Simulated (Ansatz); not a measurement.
**C₂H₆N radical: a relaxed scan of the bond length C1–H5**

Aim: the energy along the bond length C1–H5, from CCSD(T) and from cheaper methods, relative to the minimum. At each value the rest of the molecule is relaxed at PBE0-D4 with the distance held.

The runs use Ansatz 0.2.0, Gaussian basis; single points in def2-TZVPP.

Levels: PBE-D4, r2SCAN-D4, PBE0-D4, B3LYP-D4, wB97M-V, Hartree-Fock, MP2, CCSD, CCSD(T). The scan takes 0.887, 0.933, 0.999, 1.077, 1.164, 1.257, 1.356, 1.460, 1.568 Å.

Cores are frozen in the correlated methods. Orbitals are unrestricted. B3LYP uses VWN-RPA correlation.

19 further runs of the same task are left out: 19 set aside as unsound or not needed.

### Step 1. The system as given

The minimum, relaxed at PBE0-D4: SMILES `[CH2]NC`, 9 atoms, charge 0, spin multiplicity 2.

Atoms are counted from 1 here; the program's logs count them from 0.

Bond lengths: C1–N2 1.377 Å, C1–H4 1.083 Å, C1–H5 1.082 Å, N2–C3 1.440 Å, N2–H6 1.008 Å, C3–H7 1.093 Å, C3–H8 1.099 Å, C3–H9 1.091 Å. Angles: N2–C1–H4 116.7°, N2–C1–H5 117.1°, H4–C1–H5 119.0°, C1–N2–C3 118.9°, C1–N2–H6 114.6°, C3–N2–H6 114.1°, N2–C3–H7 109.2°, N2–C3–H8 113.2°, N2–C3–H9 109.9°, H7–C3–H8 107.8°, H7–C3–H9 107.8°, H8–C3–H9 108.8°.

Geometry (Å):

| atom | x (Å) | y (Å) | z (Å) |
| --- | --- | --- | --- |
| C1 | -0.51031 | 0.68934 | -1.04458 |
| N2 | -0.21368 | 0.46731 | 0.28168 |
| C3 | 0.48156 | -0.73984 | 0.64733 |
| H4 | -0.77688 | -0.17833 | -1.63483 |
| H5 | -0.94146 | 1.64821 | -1.29837 |
| H6 | 0.08896 | 1.28521 | 0.78673 |
| H7 | -0.07655 | -1.60297 | 0.27570 |
| H8 | 1.49921 | -0.79424 | 0.23527 |
| H9 | 0.53755 | -0.82100 | 1.73397 |

Energies of the minimum (eV), from earlier single points: PBE-D4 -3656.77556, r2SCAN-D4 -3659.38139, PBE0-D4 -3657.23029, B3LYP-D4 -3662.00715, wB97M-V -3659.52009, CCSD(T) -3653.74256.

At the minimum the bond length C1–H5 is 1.082 Å.

### Step 2. C1–H5 = 0.887 Å

Input file relax/in.yaml:

```yaml
crystal:
  periodic: [false, false, false]
  atoms:
    - {symbol: C, position_ang: [-0.510309, 0.689338, -1.044576]}
    - {symbol: N, position_ang: [-0.213680, 0.467305, 0.281679]}
    - {symbol: C, position_ang: [0.481559, -0.739842, 0.647332]}
    - {symbol: H, position_ang: [-0.776878, -0.178325, -1.634831]}
    - {symbol: H, position_ang: [-0.863909, 1.475730, -1.252721]}
    - {symbol: H, position_ang: [0.088962, 1.285214, 0.786728]}
    - {symbol: H, position_ang: [-0.076551, -1.602967, 0.275704]}
    - {symbol: H, position_ang: [1.499207, -0.794235, 0.235268]}
    - {symbol: H, position_ang: [0.537554, -0.820999, 1.733967]}
basis:
  gaussian: {orbitals: def2-TZVP}
magnetization: {spin_polarized: true, initial_magnetization: 1}
hamiltonian: {xc: pbe0, dispersion: d4}
relax: {f_tol: 0.005, max_steps: 200, constraints: [{distance: [0, 4]}]}
```

The command line of these runs was not kept.

The runs that follow: C1–H5 = 0.933 Å; C1–H5 = 0.999 Å; C1–H5 = 1.077 Å; C1–H5 = 1.164 Å; C1–H5 = 1.257 Å; C1–H5 = 1.356 Å; C1–H5 = 1.460 Å; C1–H5 = 1.568 Å.

**Question.** What will these runs give? Wanted: highest point, CCSD(T); lowest point, CCSD(T); minimum along the scan, CCSD(T); RMS deviation from CCSD(T); largest T1 diagnostic.

**Answer**, as computed:

| quantity | value |
| --- | --- |
| highest point, CCSD(T) | 169.3 kJ/mol at 1.568 Å |
| lowest point, CCSD(T) | 0.0 kJ/mol at 1.082 Å |
| minimum along the scan, CCSD(T) | 1.080 Å |
| curvature there | 35.5 eV/Å² |
| RMS deviation from CCSD(T) | PBE-D4 6.8, r2SCAN-D4 1.0, PBE0-D4 0.6, B3LYP-D4 1.8, wB97M-V 2.2, Hartree-Fock 10.5, MP2 5.1, CCSD 2.1 kJ/mol |
| largest T1 diagnostic | 0.019 |

**Reading.** A polynomial through the near points puts the CCSD(T) minimum 0.002 Å below the PBE0-D4 value. The well is lopsided: squeezing costs more than stretching by the same length. Curvature against CCSD(T): PBE-D4 -5 %, Hartree-Fock +7 %. The curve of PBE0-D4 lies nearest to CCSD(T), that of Hartree-Fock farthest.
